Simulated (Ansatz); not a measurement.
in.yaml

```yaml
crystal:
  periodic: [false, false, false]
  atoms:
    - {symbol: Al, position_ang: [0.000000, 0.000000, -0.321500]}
    - {symbol: Ga, position_ang: [0.000000, 0.000000, -2.992000]}
    - {symbol: H, position_ang: [0.000000, 0.000000, 3.313500]}
basis:
  gaussian: {orbitals: def2-SVP}
magnetization: {spin_polarized: false, initial_magnetization: 1}
correlation: {method: bccd, electrons: outside_noble_gas, diis_vectors: 2}
```

```sh
$ ansatz run in.yaml --threads 1 --pin off --events-out ev --progress --plain --max-ram 2393MiB
```

Log:

```
528 factors; integrals over basis functions are off by at most 8.5e-4 eV
mean field evaluation 1: about -58916.1148 eV, gradient 1.2e1 eV
mean field evaluation 2: about -58916.1169 eV, gradient 1.2e1 eV
mean field evaluation 4: about -58917.5183 eV, gradient 7.2e0 eV
mean field evaluation 8: about -58918.2948 eV, gradient 3.3e-1 eV
mean field evaluation 16: about -58917.5143 eV, gradient 7.2e0 eV
mean field evaluation 32: about -58919.1647 eV, gradient 7.8e-2 eV
mean field evaluation 64: about -58913.4461 eV, gradient 2.2e1 eV
mean field evaluation 96: about -58919.7181 eV, gradient 5.2e-1 eV
mean field evaluation 128: about -58917.4834 eV, gradient 7.5e0 eV
mean field evaluation 160: about -58919.7133 eV, gradient 2.1e-1 eV
...
cycle  32  -5.05227621 eV  change   -4.6e-6 eV  update   2.2e-5
cycle  33  -5.05227848 eV  change   -2.3e-6 eV  update   1.9e-5
cycle  34  -5.05227950 eV  change   -1.0e-6 eV  update   1.4e-5
cycle  35  -5.05227931 eV  change    1.9e-7 eV  update   9.9e-6
cycle  36  -5.05227920 eV  change    1.1e-7 eV  update   8.1e-6
cycle  37  -5.05227716 eV  change    2.0e-6 eV  update   6.5e-6
cycle  38  -5.05227633 eV  change    8.3e-7 eV  update   4.9e-6
cycle  39  -5.05227549 eV  change    8.4e-7 eV  update   3.3e-6
cycle  40  -5.05227464 eV  change    8.5e-7 eV  update   3.0e-6
cycle  41  -5.05227280 eV  change    1.8e-6 eV  update   2.7e-6
WARN: these amplitudes may be one of several solutions (largest doubles amplitude 0.10, level shift 1.72 eV)
Total energy: -58923.34930971 eV, -2165.3931474511 hartree
```

Ran on 1 thread of Arm Neoverse V2, shared host: 22 s wall, 0.17 GiB peak host memory.
